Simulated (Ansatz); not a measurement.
# CHSi (quartet): the correlation ladder at distance C2–H3 = 0.862 Å, 6-31G

Aim: climb from Hartree-Fock through coupled cluster and multireference methods for CHSi (quartet) at one geometry and basis, and see what each rung misses.

The runs use Ansatz 0.2.0, Gaussian basis; 6-31G, core rule «outside noble gas», up to 6 orbitals frozen.

The runs, in order: UHF; CCSD(T) on ROHF; CCSD(T) on UHF; BCCD(T) on ROHF; CISD; CCSDT(Q) on ROHF; CCSDT(Q) on UHF; CCSDTQ on ROHF; CASSCF and MRCISD+Q, 5 electrons in 5 orbitals; CASSCF and NEVPT2, 5 electrons in 5 orbitals; CASSCF and MRCISD+Q, 9 electrons in 9 orbitals; CASSCF and NEVPT4(SD), 9 electrons in 9 orbitals; CASSCF and NEVPT2, 9 electrons in 9 orbitals; Full CI.

18 further runs of the same task are left out: 2 for a mislabelled method, 13 that didn't finish, 3 set aside as unsound or not needed.

**1. What is computed**

The geometry derives from a PBE0/def2-TZVP stationary point (not a proven minimum). One bond is set to the value named and the two fragments are kept rigid.

3 atoms, charge 0, spin multiplicity 4.

Atoms are counted from 1 here; the program's logs count them from 0.

Bond lengths: Si1–C2 1.893 Å, C2–H3 0.862 Å. Angles: Si1–C2–H3 133.1°.

**2. UHF**

in.yaml reads:

```yaml
crystal:
  periodic: [false, false, false]
  atoms:
    - {symbol: Si, position_ang: [0.000000, 0.036391, 0.612975]}
    - {symbol: C, position_ang: [0.000000, -0.123185, -1.272812]}
    - {symbol: H, position_ang: [0.000000, 0.453893, -1.913143]}
basis:
  gaussian: {orbitals: 6-31G}
magnetization: {spin_polarized: true, initial_magnetization: 3}
hamiltonian: {xc: hf}
output: {orbitals: {seedname: orbitals}}
```

Run with:

```console
> ansatz run in.yaml --threads 1 --pin off --events-out ev --progress --plain --max-ram 2393MiB
```

After this run come: CCSD(T) on ROHF; CCSD(T) on UHF; BCCD(T) on ROHF; CISD; CCSDT(Q) on ROHF; CCSDT(Q) on UHF; CCSDTQ on ROHF; CASSCF and MRCISD+Q, 5 electrons in 5 orbitals; CASSCF and NEVPT2, 5 electrons in 5 orbitals; CASSCF and MRCISD+Q, 9 electrons in 9 orbitals; CASSCF and NEVPT4(SD), 9 electrons in 9 orbitals; CASSCF and NEVPT2, 9 electrons in 9 orbitals; Full CI.

Q: Predict the results of all the runs planned. Wanted: FCI below the RHF energy; RMP2 from FCI; UMP2 from FCI; RCCSD from FCI; RCCSD(T) from FCI; UCCSD(T) from FCI; RCCSDT(Q) from FCI; UCCSDT(Q) from FCI; MRCISD+Q pair from FCI.

**Answer**, as computed:

```
                         quantity                                                                                                        value
         FCI below the RHF energy                                                                                                   -2.7336 eV
                    RMP2 from FCI                                                                                              +16.31 kcal/mol
                    UMP2 from FCI                                                                                              +15.77 kcal/mol
                   RCCSD from FCI                                                                                               +1.64 kcal/mol
                RCCSD(T) from FCI                                                                                               +0.49 kcal/mol
                UCCSD(T) from FCI                                                                                               +0.48 kcal/mol
               RCCSDT(Q) from FCI                                                                                               +0.02 kcal/mol
               UCCSDT(Q) from FCI                                                                                                0.00 kcal/mol
           MRCISD+Q pair from FCI                                                                                               +0.43 kcal/mol
          NEVPT2 valence from FCI                                                                                               +7.87 kcal/mol
      NEVPT4(SD) valence from FCI                                                                                               +1.18 kcal/mol
levels within 1 kcal/mol (43 meV)  RCCSD(T), UCCSD(T), BCCD(T), RCCSDT, UCCSDT, RCCSDT(Q), UCCSDT(Q), RCCSDTQ, MRCISD+Q pair, MRCISD+Q valence
                    T1 diagnostic                                                                                                        0.027
   effectively unpaired electrons                                                                                                         3.04
```

**Reading.** RCCSD(T) lands +0.49 kcal/mol from the yardstick (0.8 % of the correlation energy). One determinant dominates. Of the multireference levels listed MRCISD+Q valence comes nearest in total energy (+0.31 kcal/mol), which doesn't show that its space is the better one. These misses are within one basis, not against nature; the frozen cores of restricted and unrestricted runs differ, which can shift their rows.
